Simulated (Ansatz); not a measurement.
Cohesive energy of some cubic elemental metals

Method: PBE-D3(BJ) in Ansatz (PAW). References are measured values corrected to a static lattice.

Values in eV/atom.

| solid | reference | PBE-D3(BJ) | error (eV/atom) |
|---|---|---|---|
| bcc K | 0.94 | 0.99 | +0.05 |
| bcc Mo | 6.84 | 7.03 | +0.19 |
| fcc Sr | 1.73 | 1.81 | +0.08 |
| fcc Cu | 3.52 | 4.12 | +0.60 |
| bcc Fe | 4.32 | 5.28 | +0.96 |
| fcc Ca | 1.86 | 2.14 | +0.28 |
| fcc Ag | 2.97 | 3.11 | +0.14 |
| bcc Cs | 0.81 | 0.80 | -0.01 |

Over these 8 solids the mean error is +0.29 eV/atom, the mean absolute error 0.29 eV/atom (median 0.17 eV/atom), and the worst case bcc Fe at +0.96 eV/atom; the value is too high in 7 of 8 cases.

All these references are brought to a static lattice.

Spin–orbit coupling is left out, also for the solids with elements from indium on (bcc Cs); its size isn't shown.

Differences are worked out from the printed values.

Free atoms are spin-polarised, in the lowest state found; at levels without +SOC their spin–orbit coupling is left out. Each level is taken at its own relaxed cell. Ansatz's density-functional and Hartree–Fock values are scalar-relativistic unless marked +SOC, with PAW data made under PBE.

Ansatz's runs of these crystals have no spin polarisation, but for bcc Fe.

Density-functional runs with spin start from parallel moments for bcc Fe.

Not in this set, of the elemental metals with a reference value in our tables and a result at some level: 32 for no value at PBE-D3(BJ) (not run, a failed fit, an unstable or unbound cell, or a value held back for tests); 4 for the spin–orbit terms of free Br, In, Sn, Te, I and atoms past barium, a cut that leaves lighter open-shell atoms' terms in the errors; 1 for sources at odds. These can be a level's best or worst cases. Solids without a released value at any level aren't counted. Layered and molecular crystals are counted apart. The metals Ce to Yb are counted apart.

References as tabulated in Jana et al. (2018), arXiv:1807.00350; Csonka et al. (2009), arXiv:0903.4037; Mejia-Rodriguez and Trickey (2018), arXiv:1807.09216; Harl et al. (2010), doi:10.1103/physrevb.81.115126.

Ansatz is an electronic-structure program.
